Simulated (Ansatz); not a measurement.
A nudged elastic band was laid between two geometries of CH4 + ClH3Si (10 atoms, charge 0, multiplicity 1).

The calculation used UKS B3LYP/def2-SVP in Ansatz.

```yaml
movable_images: 9
climbing_image: yes
spring: 5.0 eV/Å²
optimiser: quadratic models (default)
start_path: through a guess of the saddle point
force_threshold: 0.05 eV/Å
iteration_limit: 60
end_points: relaxed
```

Image 0:

```xyz
10
Properties=species:S:1:pos:R:3
Si -2.087 -0.117 -1.319
Cl -0.446 -1.306 -1.804
H -2.395 0.769 -2.473
H -1.749 0.699 -0.122
H -3.249 -0.998 -1.028
H 1.390 -0.226 0.523
C 1.984 0.191 1.349
H 2.994 -0.244 1.327
H 1.504 -0.050 2.308
H 2.054 1.283 1.239
```

Image 10:

```xyz
10
Properties=species:S:1:pos:R:3
Si -0.932 0.551 -0.017
Cl 1.155 -2.251 -1.859
H -0.840 1.098 -1.401
H -1.955 1.337 0.737
H -1.431 -0.859 -0.116
H 0.002 -2.259 -1.276
C 0.741 0.591 0.850
H 1.463 -0.042 0.310
H 0.658 0.217 1.883
H 1.140 1.617 0.888
```

(1) What changes between the two ends?

(2) Give the energies along the band, and the barrier.

(3) What is the geometry of the highest image?

Answers

(1) Bonds broken: Si1–Cl2, H6–C7. Bonds formed: Si1–C7, Cl2–H6. CH4 + ClH3Si becomes CH6Si + ClH.

(2) The forces met the threshold. The highest image is number 6 of 0 to 10, 284.9 kJ/mol above the first end and 190.9 kJ/mol above the last; the last end lies 94.0 kJ/mol above the first. Neighbouring images differ by up to 1.3 eV, so the band resolves the path poorly. A vibrational analysis at the climbing image gives one clearly imaginary mode, 730i cm⁻¹: a first-order saddle point. The orbitals stay closed-shell, which can raise the energy where a bond breaks towards radicals; this wasn't checked here.

```csv
image,path coordinate (Å),energy (kJ/mol),Si1–Cl2 (Å),H6–C7 (Å),Si1–C7 (Å)
0,0.00,0.0,2.08,1.10,4.88
1,0.78,0.4,2.08,1.10,4.49
2,1.56,2.4,2.08,1.10,4.05
3,2.33,17.0,2.09,1.09,3.56
4,3.11,75.4,2.12,1.09,3.11
5,3.89,187.7,2.25,1.10,2.65
6,4.67,284.9,2.61,1.26,2.18
7,5.50,156.3,3.05,1.90,1.95
8,6.34,107.8,3.62,2.51,1.90
9,7.18,97.5,3.90,3.09,1.89
10,8.01,94.0,3.95,3.63,1.88
```

(3) 
```xyz
10
Properties=species:S:1:pos:R:3
Si -1.007 0.142 -0.389
Cl 0.399 -1.621 -1.704
H -1.011 0.854 -1.684
H -1.424 1.181 0.615
H -1.881 -1.016 -0.109
H 0.676 -0.575 -0.305
C 0.887 0.170 0.692
H 1.880 -0.316 0.654
H 0.438 -0.069 1.665
H 1.042 1.249 0.564
```

The run took 4.6 min on 2 threads of Arm Neoverse V1, with other jobs on the host, peak memory 0.22 GiB.
